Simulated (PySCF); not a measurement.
```xyz
4

C      0.0000     0.0000     0.0001
H      1.0471    -0.2639    -0.0041
H     -0.7521    -0.7749    -0.0003
H     -0.2950     1.0388     0.0043
```

Charge 0, multiplicity 2.

**Question.** Give the Mulliken and meta-Löwdin atomic charges from r2SCAN-D4/def2-TZVP (PySCF 2.14.0).

**Answer.** 
| atom | Mulliken (e) | meta-Löwdin (e) |
|---|---|---|
| C1 | -0.39 | -0.39 |
| H2 | 0.13 | 0.13 |
| H3 | 0.13 | 0.13 |
| H4 | 0.13 | 0.13 |
